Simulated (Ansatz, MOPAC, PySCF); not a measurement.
Barrier height from HO + CH3 (SMILES [CH3]) to the transition structure CH4O, without zero-point energy, on the benchmark's geometries as Psi4's copy of the set gives them.
Transition structure (charge 0, multiplicity 3):
```
atom    x (Å)    y (Å)    z (Å)
----  -------  -------  -------
C      0.0003  -1.1423   0.0000
H     -1.0560  -1.3847   0.0000
H      0.5202  -1.4074   0.9124
H      0.5202  -1.4074  -0.9124
H      0.0116   0.1601   0.0000
O      0.0003   1.3616   0.0000
```

Open shells are unrestricted; no spin–orbit coupling.

Correlated levels freeze the cores. The state that PM6 reach isn't checked.

Codes used: Ansatz (a first-principles code) with Gaussian orbitals; MOPAC for PM6 (differences of heats of formation); PySCF for the dispersion terms. Values without a source in brackets are computed.

**Question.** One of these levels gives 0.281 eV for the barrier height. Which one is it?
A) PM6
B) CAM-B3LYP-D3(BJ)/def2-TZVPPD
C) B2PLYP-D3(BJ)/def2-TZVPPD
D) r2SCAN/def2-TZVPPD

**Answer.** C, B2PLYP-D3(BJ)/def2-TZVPPD. The others give 0.577 (PM6), 0.156 (r2SCAN/def2-TZVPPD), 0.222 (CAM-B3LYP-D3(BJ)/def2-TZVPPD)
